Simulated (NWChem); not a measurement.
System: formamide (CH$_{3}$NO); SMILES NC=O

Here is an NWChem input.

```
start job
memory heap 200 mb stack 900 mb global 1100 mb
geometry units angstroms noautosym nocenter noautoz
  N     -0.183819     1.072927     0.000000
  C      0.384396    -0.156690     0.000000
  O     -0.217014    -1.202339     0.000000
  H     -1.193699     1.149871     0.000000
  H      0.375045     1.913893     0.000000
  H      1.501969    -0.100331     0.000000
end
basis spherical
  N library 6-31g*
  C library 6-31g*
  O library 6-31g*
  H library 6-31g*
end
dft
  xc xpbe96 cpbe96
  iterations 150
end
cosmo
  do_cosmo_smd true
  solvent meg
end
task dft energy
```

NWChem printed, in part:

```
             Northwest Computational Chemistry Package (NWChem) 7.3.0
             --------------------------------------------------------

                             Geometry "geometry" -> ""
                             -------------------------

 Output coordinates in angstroms (scale by  1.889725989 to convert to a.u.)

  No.       Tag          Charge          X              Y              Z
 ---- ---------------- ---------- -------------- -------------- --------------
    1 N                    7.0000    -0.18381900     1.07292700     0.00000000
    2 C                    6.0000     0.38439600    -0.15669000     0.00000000
    3 O                    8.0000    -0.21701400    -1.20233900     0.00000000
    4 H                    1.0000    -1.19369900     1.14987100     0.00000000
    5 H                    1.0000     0.37504500     1.91389300     0.00000000
    6 H                    1.0000     1.50196900    -0.10033100     0.00000000

 Effective nuclear repulsion energy (a.u.)      71.3188065556

  pbe96 is a nonlocal functional; adding pw91lda local functional.

                                 NWChem DFT Module
                                 -----------------

 Summary of "ao basis" -> "ao basis" (spherical)
 ------------------------------------------------------------------------------
       Tag                 Description            Shells   Functions and Types
 ---------------- ------------------------------  ------  ---------------------
 N                           6-31g*                  6       14   3s2p1d
 C                           6-31g*                  6       14   3s2p1d
 O                           6-31g*                  6       14   3s2p1d
 H                           6-31g*                  2        2   2s

 in cosmo_initialize ...
 calling solv_data for solv:meg

 solvent parameters
 solvname_short: meg
 solvname_long:  1,2-ethanediol
 dielec:       40.2450
 dielecinf:     2.0501
 nonaqueous SMD model solvent descriptors
 dielec:       40.2450
 sola:          0.5800
 solb:          0.7800
 solc:          0.0000
 solg:         69.0700
 solh:          0.0000
 soln:          1.4318

          ---------------
          -cosmo- solvent
          ---------------
 Cosmo: York-Karplus, doi: 10.1021/jp992097l
 dielectric constant -eps-     =  40.24
 screen = (eps-1)/(eps    )    =   0.97515
 surface charge correction     = lagrangian

   van der Waals surface
 --------------------------

[...]

                                COSMO-SMD solvation results
                                ---------------------------

             internal energy in gas <Psi(g)|H|Psi(g)> =      -169.692067467536
         internal energy in solvent <Psi(s)|H|Psi(s)> =      -169.687448642182
                               delta internal energy  =         0.004618825354 (    2.90 kcal/mol)
   total free energy in solvent <Psi(s)|H+V/2|Psi(s)> =      -169.709020477865
 polarization energy contribution <Psi(s)|V/2|Psi(s)> =        -0.021571835683 (  -13.54 kcal/mol)
    total free energy in solvent including G(SMD-CDS) =      -169.700289186484
                       G(SMD-CDS) energy contribution =         0.008731291381 (    5.48 kcal/mol)
     1 M fixed-concentration free energy of solvation =        -0.008221718948 (   -5.16 kcal/mol)

                       DFT Final Molecular Orbital Analysis
                       ------------------------------------

 Vector   10  Occ=2.000000D+00  E=-3.615039D-01
              MO Center=  3.0D-02, -3.2D-01,  5.0D-09, r^2= 1.4D+00
   Bfn.  Coefficient  Atom+Function         Bfn.  Coefficient  Atom+Function
  ----- ------------  ---------------      ----- ------------  ---------------
    19      0.387460  2 C  pz                33      0.386879  3 O  pz
     5      0.260865  1 N  pz                37      0.236173  3 O  pz
    23      0.198501  2 C  pz                 9      0.170324  1 N  pz

 Vector   11  Occ=2.000000D+00  E=-2.328355D-01
              MO Center= -1.8D-01,  2.6D-01, -1.4D-09, r^2= 1.9D+00
   Bfn.  Coefficient  Atom+Function         Bfn.  Coefficient  Atom+Function
  ----- ------------  ---------------      ----- ------------  ---------------
     5      0.502904  1 N  pz                 9      0.421536  1 N  pz
    33     -0.398177  3 O  pz                37     -0.295712  3 O  pz
    25      0.040079  2 C  d -1

 Vector   12  Occ=2.000000D+00  E=-2.157635D-01
              MO Center=  2.0D-02, -8.4D-01,  2.2D-10, r^2= 1.5D+00
   Bfn.  Coefficient  Atom+Function         Bfn.  Coefficient  Atom+Function
  ----- ------------  ---------------      ----- ------------  ---------------
    31      0.521083  3 O  px                35      0.377042  3 O  px
     6      0.309958  1 N  s                 32     -0.269656  3 O  py
    48     -0.252966  6 H  s                 36     -0.198338  3 O  py
    47     -0.171183  6 H  s                  4     -0.160721  1 N  py
     8     -0.131329  1 N  py                20     -0.114530  2 C  s

 Vector   13  Occ=0.000000D+00  E=-4.506697D-03
              MO Center=  1.8D-01, -1.9D-01,  8.9D-10, r^2= 1.6D+00
   Bfn.  Coefficient  Atom+Function         Bfn.  Coefficient  Atom+Function
  ----- ------------  ---------------      ----- ------------  ---------------
    23      0.604862  2 C  pz                19      0.554295  2 C  pz
    37     -0.419454  3 O  pz                 9     -0.378007  1 N  pz
    33     -0.379544  3 O  pz                 5     -0.297128  1 N  pz
    11     -0.026131  1 N  d -1

[...]
```

Level: PBE/6-31G* (spherical d), SMD on the gas-phase geometry. Geometry: optimised at PBE0/def2-SVP. Solvent: ethylene glycol.
